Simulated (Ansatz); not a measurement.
Isomers of CH7NSi, relaxed with PBE0-D4/def2-TZVP in Ansatz; electronic energies, one conformer each and not always the lowest. Functionals use def2-TZVPP; CBS adds triple-zeta CCSD(T) − MP2 to the MP2 limit of def2-TZVPP and def2-QZVPP.

Question: Order them by energy at frozen-core CCSD(T)/CBS, lowest first. (Estimate.)
A. `CN[SiH3]`
B. `NC[SiH3]`
C. `C[SiH2]N`

Answer: C (0.0 kcal/mol), A (20.6 kcal/mol), B (34.5 kcal/mol).

Question: How do PBE-D4, B3LYP-D4, r2SCAN-D4, B3LYP place them (kcal/mol, against `C[SiH2]N`)? (Best estimate.)

Answer: Ansatz gave: 
| isomer | PBE-D4 | B3LYP-D4 | r2SCAN-D4 | B3LYP |
| --- | --- | --- | --- | --- |
| `NC[SiH3]` | 32.0 | 33.6 | 34.7 | 33.6 |
| `CN[SiH3]` | 19.7 | 19.3 | 21.0 | 19.4 |

B3LYP here is the variant with VWN-RPA as its local correlation; programs differ in this.
